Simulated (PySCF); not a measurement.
# Spin states of AlS⁺

Unrestricted PBE0; basis Al 6-311G(d,p), S 6-311G(d,p); no relativity; PySCF 2.14. Outer shells of the fragments: Al+ 3s2; S 3s2 3p4.

Followed along the bond (rough minima from three points):

```
2Ms+1  unpaired  ⟨S²⟩ at the start  R at minimum (Å)  Te (eV)
    3  σ ↑, π ↑               2.01              2.19     0.00
    1  σ ↑, π ↓               1.01              2.17     0.12
    3      π ↑↑               2.01              2.89     0.43
    1      π ↑↓               1.01              2.89     0.89
    1      none               0.00  none in the scan   ≤ 0.63
```

Solutions found at the starting distance of 2.280 Å, counted from the lowest of them; the search is not exhaustive and high or unbound solutions are not listed, so other states can lie among these:

```csv
2Ms+1,unpaired,term,E (eV),⟨S²⟩,⟨Lz²⟩,μ (D)
3,"σ ↑, π ↑",³Π,0.00,2.01,1.01,-4.92
1,"σ ↑, π ↓",mixed,0.15,1.01,1.01,-5.07
3,π ↑↑,³Σ⁻,1.05,2.01,0.00,-0.40
1,none,¹Σ⁺,1.10,0.00,0.00,-7.37
1,π ↑↓,mixed,1.51,1.01,2.01,-0.39
1,none,mixed,2.92,0.00,2.00,-0.34
3,σ ↑↑,³Σ⁺,2.99,2.02,0.00,-6.15
3,"σ ↑, π ↑↑↓",mixed,4.17,3.01,3.02,-0.40
1,"σ ↑, π ↑↓↓",mixed,4.95,2.01,3.02,0.07
3,"σ ↑, π ↑",mixed,5.78,2.00,3.00,-0.39
```

A term symbol is given only where ⟨S²⟩ and ⟨Lz²⟩ are close to those of a pure state; real π, δ and φ orbitals otherwise mix terms. A positive dipole points towards S; it is taken about the centre of mass and depends on that origin.

Counting both spins, an empty level lies below a filled one in some of these solutions, because spin and occupation are held.
